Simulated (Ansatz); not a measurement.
# C3H4O: taking an electron away

An exercise on one series of results from a longer session: the logs are not shown, and one member is left open.

Program: Ansatz 0.2.0, Gaussian basis. Level of theory: unrestricted cation, the program's frozen cores in correlated methods. These are calculated values, not measurements.

Levels to be run: UKS PBE-D4/def2-TZVPP; UKS r2SCAN-D4/def2-TZVPP; UKS PBE0-D4/def2-TZVPP; UKS B3LYP-D4/def2-TZVPP; UKS wB97X-V/def2-TZVPP; UKS wB97M-V/def2-TZVPP; UKS B2PLYP/def2-TZVPP; UHF-CCSD(T)/def2-TZVPP; UHF-CCSD(T)/def2-QZVPP; extrapolation to the limit; then −ε(HOMO) from the neutral's earlier runs with LDA (SPW92), PBE-D4, revPBE-D4, BLYP-D4, r2SCAN-D4, B97M-V, PBE0-D4, B3LYP-D4, r2SCANh-D4, r2SCAN0-D4, HSE06-D4, BHLYP-D4, CAM-B3LYP-D4, LC-ωPBE, ωB97X-V, ωB97M-V.

### The relaxed structure

All runs share one geometry, relaxed beforehand with PBE0-D4 in a triple-zeta def2 set.

SMILES `C#CCO`, 8 atoms, charge 0, spin multiplicity 1.

Atoms are counted from 1 here; the program's logs count them from 0.

Bond lengths: C1–C2 1.200 Å, C1–H5 1.064 Å, C2–C3 1.458 Å, C3–O4 1.410 Å, C3–H6 1.099 Å, C3–H7 1.093 Å, O4–H8 0.961 Å. Angles: C2–C1–H5 179.3°, C1–C2–C3 178.1°, C2–C3–O4 113.4°, C2–C3–H6 108.8°, C2–C3–H7 109.6°, O4–C3–H6 111.4°, O4–C3–H7 106.3°, H6–C3–H7 107.1°, C3–O4–H8 108.1°.

Set-up of the first run:

in.yaml

```yaml
crystal:
  periodic: [false, false, false]
  atoms:
    - {symbol: C, position_ang: [-0.623358, 1.379016, -1.092795]}
    - {symbol: C, position_ang: [-0.100172, 0.620157, -0.323987]}
    - {symbol: C, position_ang: [0.527887, -0.337174, 0.578770]}
    - {symbol: O, position_ang: [-0.271060, -1.470218, 0.837453]}
    - {symbol: H, position_ang: [-1.089964, 2.059861, -1.764962]}
    - {symbol: H, position_ang: [1.506844, -0.621252, 0.168372]}
    - {symbol: H, position_ang: [0.710655, 0.136670, 1.546497]}
    - {symbol: H, position_ang: [-0.568733, -1.824060, -0.005048]}
basis:
  gaussian: {orbitals: def2-TZVPP}
total_charge: 1
magnetization: {spin_polarized: true, initial_magnetization: 1}
hamiltonian: {xc: pbe, dispersion: d4}
```

Started as:

```sh
$ ansatz run in.yaml --threads 2 --pin off --events-out ev --progress --plain --max-ram 20480MiB --backend cpu
```

Among the steps run: Cation, UKS PBE-D4/def2-TZVPP; Cation, UKS r2SCAN-D4/def2-TZVPP; Cation, UKS PBE0-D4/def2-TZVPP; Cation, UKS B3LYP-D4/def2-TZVPP; Cation, UKS wB97X-V/def2-TZVPP; Cation, UKS wB97M-V/def2-TZVPP; Cation, UKS B2PLYP (frozen core)/def2-TZVPP; Cation, UHF-CCSD(T)/def2-TZVPP; Cation, UHF-CCSD(T)/def2-QZVPP.

One of the session's tables, all rows but one given; the rest of the session is left out.

It belongs to the step «Ionisation energies side by side». Orbital estimates, from the neutral's runs:

| functional | −ε(HOMO) (eV) |
| --- | --- |
| LDA (SPW92) | 6.62 |
| PBE-D4 | ? |
| revPBE-D4 | 6.43 |
| BLYP-D4 | 6.39 |
| r2SCAN-D4 | 6.78 |
| B97M-V | 6.83 |
| PBE0-D4 | 7.89 |
| B3LYP-D4 | 7.67 |
| r2SCANh-D4 | 7.31 |
| r2SCAN0-D4 | 8.06 |
| HSE06-D4 | 7.49 |
| BHLYP-D4 | 9.07 |
| CAM-B3LYP-D4 | 9.31 |
| LC-ωPBE | 10.70 |
| ωB97X-V | 10.31 |
| ωB97M-V | 10.19 |

Q: Estimate the row for PBE-D4 from the others.

The run gave: −ε(HOMO) (eV): 6.48. In the column «−ε(HOMO) (eV)» it lies between revPBE-D4 (6.43) and LDA (SPW92) (6.62).

Caveats from the session: The cation may have settled in a state other than its lowest; no search over hole states beyond the program's own was made.
